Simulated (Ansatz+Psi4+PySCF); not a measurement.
A calculation with Psi4 1.11.

```
molecule {
0 1
Na 0.000000 0.000000 0.003520
H 0.000000 0.000000 1.886480
}

basis {
assign H cc-pVTZ
assign Na cc-pCVTZ
}
set reference rhf
set scf_type pk
energy('scf')
```

The input is written out from the run's settings.

Output:

- Converged: yes
- Total energy: -162.39161 hartree
- Spin squared of the determinant: 0.000
- Occupied orbitals by symmetry in an Abelian subgroup (alpha; beta): 4 A1 1 B1 1 B2; 4 A1 1 B1 1 B2
